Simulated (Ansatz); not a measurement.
Relaxation of C$_{2}$H$_{4}$F$_{2}$ (8 atoms, charge 0, multiplicity 1), to a largest force component of 0.015 eV/Å in at most 40 steps.

Computed with Ansatz, RKS PBE0-D4/def2-SVP.

```xyz
8
Properties=species:S:1:pos:R:3:forces:R:3
C 0.026 0.725 0.040 -2.21 2.23 -0.30
C -0.078 -0.740 -0.003 2.53 0.82 -1.48
F 0.891 -1.239 0.750 0.91 -0.90 1.23
F 0.218 -1.162 -1.271 -0.80 -0.08 0.10
H 0.951 1.115 -0.351 0.90 -0.14 -0.13
H -0.156 1.158 1.047 0.19 -0.41 -0.21
H -0.768 1.199 -0.614 0.53 -0.54 0.49
H -0.992 -1.113 0.345 -2.06 -0.97 0.29
```

Task: Where does it end, and by what steps?

Result: The run converged. After 4 steps the energy has fallen by 0.232 eV; C1 moved furthest, 0.06 Å.

```tsv
step	energy less start (eV)	largest force component (eV/Å)	accepted
0	0.0000	2.535	yes
1	-0.2092	0.867	yes
2	-0.2308	0.176	yes
3	-0.2314	0.065	yes
4	-0.2316	0.008	yes
```

```xyz
8
Properties=species:S:1:pos:R:3
C 0.002 0.774 0.024
C -0.047 -0.724 -0.010
F 0.926 -1.241 0.777
F 0.169 -1.170 -1.271
H 0.987 1.111 -0.327
H -0.158 1.137 1.049
H -0.775 1.194 -0.629
H -1.013 -1.139 0.332
```

Whether the end is a true minimum wasn't checked by a vibrational analysis.

Run time: 14 s on 1 thread of Arm Neoverse V1, on a shared host, peak memory 0.14 GiB.
